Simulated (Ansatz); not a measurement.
`FC1C=C1` → `[CH]1C=C1`• + F• at 600 K and 1 bar (homolysis of the C–F bond).

Gas-phase electronic energies from Ansatz, PBE0-D4/def2-TZVP geometries. CBS: MP2 limit from def2 TZ/QZ plus the TZ coupled-cluster correction, frozen cores. This one scheme is used for every species, atoms too. Open shells (•) are unrestricted, without spin–orbit coupling. Spin–orbit coupling would lower the free atoms: a little for F.

```json
{"species": "`FC1C=C1`", "CCSD(T)/CBS energy (Eh)": "-215.65206", "H − E (kJ/mol)": "165.6", "S (J/(mol·K))": "322.1"}
{"species": "`[CH]1C=C1`•", "CCSD(T)/CBS energy (Eh)": "-115.78748", "H − E (kJ/mol)": "143.8", "S (J/(mol·K))": "298.3"}
{"species": "F•", "CCSD(T)/CBS energy (Eh)": "-99.66871", "H − E (kJ/mol)": "12.5", "S (J/(mol·K))": "175.0"}
```

H − E and S are ideal-gas, rigid-rotor, harmonic terms from PBE0-D4/def2-TZVP, with the whole ground term of open shells counted as degenerate. 1 Eh = 2625.50 kJ/mol, R = 8.31446 J/(mol·K).

Problem. By hand: ΔE, ΔH, ΔS and ΔG.

Solution. ΔE = (-115.78748) + (-99.66871) − (-215.65206) = 0.19587 Eh = 514.3 kJ/mol. Δ(H − E) = 143.8 + 12.5 − 165.6 = -9.3, so ΔH = 505.0 kJ/mol. ΔS = 298.3 + 175.0 − 322.1 = 151.2 J/(mol·K). ΔG = 505.0 − 600 × (151.2)/1000 = 414.3 kJ/mol.

Problem. By hand: the equilibrium constant, and the temperature at which ΔG would vanish if ΔH and ΔS stayed fixed.

Solution. log₁₀ K = −ΔG/(RT ln 10) = -36.1. ΔG = 0 at ΔH/ΔS = 3340 K, far beyond where these terms or the molecules hold.

The number of gas molecules changes by +1, which sets the sign of ΔS. A doubt of 5 kJ/mol in ΔE shifts log₁₀ K by 0.4 here. These are equilibria of isolated gas molecules and say nothing of rates. Largest T1 diagnostic: 0.012 (customary marks: 0.02 for closed shells, 0.045 for open ones).
